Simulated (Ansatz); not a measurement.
# AlCl3: structure and electronic state

What does AlCl3 look like as a singlet, and where do its frontier electrons sit?

Computed with Ansatz 0.2.0, Gaussian basis. Level: RKS PBE0-D4/def2-TZVP.

Levels to be run: relaxation at PBE-D4/def2-TZVP; a search for the lowest solution at PBE0-D4/def2-SVP; a single point at PBE0-D4/def2-TZVP; harmonic vibrations at PBE-D4/def2-TZVP.

### 1 The system as given

4 atoms, charge 0, spin multiplicity 1.

Atoms are counted from 1 here; the program's logs count them from 0.

Bond lengths: Al1–Cl2 2.030 Å, Al1–Cl3 2.030 Å, Al1–Cl4 2.030 Å. Angles: Cl2–Al1–Cl3 120.0°, Cl2–Al1–Cl4 120.0°, Cl3–Al1–Cl4 120.0°.

Geometry (Å):

```xyz
4
AlCl3
Al   -0.0001   -0.0001    0.0003
Cl    2.0296   -0.0269    0.0127
Cl   -0.9912    1.7713   -0.0170
Cl   -1.0382   -1.7443    0.0040
```

The start is a GFN2-xTB geometry.

### 2 Optimising with PBE-D4/def2-TZVP

Contents of in.yaml:

```yaml
crystal:
  periodic: [false, false, false]
  atoms:
    - {symbol: Al, position_ang: [-0.000090, -0.000130, 0.000260]}
    - {symbol: Cl, position_ang: [2.029580, -0.026890, 0.012730]}
    - {symbol: Cl, position_ang: [-0.991250, 1.771260, -0.016960]}
    - {symbol: Cl, position_ang: [-1.038240, -1.744250, 0.003970]}
basis:
  gaussian: {orbitals: def2-TZVP}
hamiltonian: {xc: pbe, dispersion: d4}
scf: {lower_state_search: "off"}
output: {orbitals: {seedname: orbitals}}
relax: {f_tol: 0.02, max_steps: 100}
```

Run with:

```bash
$ ansatz run in.yaml --threads 4 --pin off --events-out ev --progress --plain --max-ram 3916MiB
```

Further steps of the session: Searching for the lowest solution, PBE0-D4/def2-SVP; Single point, PBE0-D4/def2-TZVP; Vibrations by finite differences.

Q: Predict the results of all the runs planned. Wanted: point group; commonest bond; HOMO, LUMO at PBE0-D4/def2-TZVP; dipole at PBE-D4/def2-TZVP; lowest, highest wavenumber.

The runs gave:

| quantity | value |
| --- | --- |
| point group | D3h |
| commonest bond | Al–Cl, 3 of mean length 2.084 Å |
| HOMO, LUMO at PBE0-D4/def2-TZVP | -9.39, -1.39 eV |
| dipole at PBE-D4/def2-TZVP | 0.00 D |
| lowest, highest wavenumber | 139, 605 cm⁻¹ |

The molecule keeps its bonding pattern by the stored test; the atoms moved 0.05 Å (rms). All wavenumbers are real: a minimum at this level. The HOMO lies nearest to Cl2, Cl3, Cl4 about 33 % each and the LUMO to Al1 53 %; Cl2, Cl3, Cl4 about 16 % each.
